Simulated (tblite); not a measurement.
Compound: C₄H₆N (doublet state).
Z-matrix (Å and degrees, GFN2-xTB geometry), rows numbered from 1:
```
C 
N   1  1.3008
C   2  1.2716  1  131.16
C   3  1.4692  2  150.56  1   -28.03
C   3  1.4538  2  145.78  1   168.06
H   1  1.0837  2  123.62  3   -19.35
H   1  1.0752  2  117.09  3   166.01
H   4  1.0830  3  118.65  5  -107.33
H   4  1.0820  3  119.39  5   107.12
H   5  1.0824  3  119.11  4   107.77
H   5  1.0828  3  118.94  4  -107.27
```

All values are computed: GFN2-xTB (tblite) harmonic vibrations without scaling, gas phase. The method is semi-empirical: single wavenumbers can be off by several per cent or more. One conformer, not necessarily the lowest. Open shells enter through the occupations alone, without spin polarisation, and single modes of such species can be off by tens of per cent.

Harmonic wavenumbers (cm⁻¹): 160.9, 183.2, 324.2, 440.0, 572.3, 704.0, 752.1, 764.5, 836.2, 994.9, 1001.3, 1036.2, 1056.4, 1079.2, 1111.9, 1135.8, 1363.5, 1417.4, 1427.2, 1471.8, 1759.1, 2997.8, 3031.0, 3044.4, 3045.7, 3057.1, 3121.5.

A = 17134, B = 3424, C = 2992 MHz; mass 68.050 u (most abundant isotopes); point group C1, symmetry number 1; spin multiplicity 2.

**Question.** Zero-point energy?

**Answer.** ½Σν̃ = 18945 cm⁻¹ = 226.63 kJ/mol.

**Question.** What is S at 200 K and 1 bar for an ideal gas of classical rigid rotors and harmonic oscillators?

**Answer.** Translation 153.19, rotation 99.70, vibration 20.50, spin (R ln 2) 5.76: S = 279.1 J/(mol K).

**Question.** And Cp and H(200 K) − H(0)?

**Answer.** Cp = 65.58 J/(mol K), of which vibrations give 32.33 (their classical limit is 27 R = 224.5); H(200 K) − H(0) = 9.30 kJ/mol without the zero-point energy, 2.65 from vibrations.

**Question.** What must be added to the electronic energy to get the Gibbs energy at 200 K and 1 bar?

**Answer.** ZPE + [H(200 K) − H(0)] − T·S = 226.63 + 9.30 − 55.83 = 180.10 kJ/mol.

**Question.** How do the functions run with temperature in this model?

**Answer.** 
```json
{"T (K)": "100", "S (J/(mol K))": "241.5", "Cp (J/(mol K))": "46.0", "H − H(0) (kJ/mol)": "3.75", "G − H(0) (kJ/mol)": "-20.39", "ln q(vib)": "0.19"}
{"T (K)": "300", "S (J/(mol K))": "310.2", "Cp (J/(mol K))": "89.7", "H − H(0) (kJ/mol)": "17.04", "G − H(0) (kJ/mol)": "-76.02", "ln q(vib)": "1.75"}
{"T (K)": "500", "S (J/(mol K))": "366.9", "Cp (J/(mol K))": "133.7", "H − H(0) (kJ/mol)": "39.62", "G − H(0) (kJ/mol)": "-143.83", "ln q(vib)": "3.82"}
{"T (K)": "800", "S (J/(mol K))": "439.6", "Cp (J/(mol K))": "175.2", "H − H(0) (kJ/mol)": "86.53", "G − H(0) (kJ/mol)": "-265.18", "ln q(vib)": "7.21"}
{"T (K)": "1000", "S (J/(mol K))": "480.8", "Cp (J/(mol K))": "193.1", "H − H(0) (kJ/mol)": "123.45", "G − H(0) (kJ/mol)": "-357.31", "ln q(vib)": "9.43"}
```

q(vib) and H(0) count from the zero-point level.

**Question.** Which modes carry the vibrational entropy at 200 K?

**Answer.** 160.9 cm⁻¹: 7.55; 183.2 cm⁻¹: 6.60; 324.2 cm⁻¹: 2.93; 440.0 cm⁻¹: 1.52; 572.3 cm⁻¹: 0.70; 704.0 cm⁻¹: 0.32 J/(mol K); the other 21 give 0.88 together.

Hindered rotation and anharmonicity are outside this model. Other conformers, if any are populated, would add a mixing term that is left out. The structure is chiral; the term R ln 2 for an equal mix with its mirror image is left out.
